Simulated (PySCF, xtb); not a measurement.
NO, SMILES [N]=O (connectivity only; charge and spin as stated), charge +1, multiplicity 1.

Geometry: PBE0-D3(BJ)/def2-TZVPD.

The numbers are results of C-PCM-ωB97X/def2-TZVPD (PySCF), not measurements.

The values are the electrostatic part of the solvation free energy, E(continuum) − E(gas) at the gas-phase geometry, in a cavity of scaled van der Waals radii (PySCF's table); cavitation and dispersion terms are not included. In vacuum the orbital gap is 17.74 eV.

| solvent | ε | ΔG(elec) (kcal/mol) | gap (eV) |
|---|---|---|---|
| water | 78.36 | -81.0 | 17.79 |
| tetrahydrofuran | 7.43 | -71.0 | 17.79 |
| diethylether | 4.24 | … | … |

Question: What belongs in the gaps? (Estimate from the structure and the level; the computed values follow.)

Answer: 
- diethylether, ΔG(elec) (kcal/mol): -62.7
- diethylether, gap (eV): 17.78

For comparison, GFN2-xTB/ALPB(water) (xtb, at the GFN2-xTB geometry, all terms of that model) gives -83.1 kcal/mol.
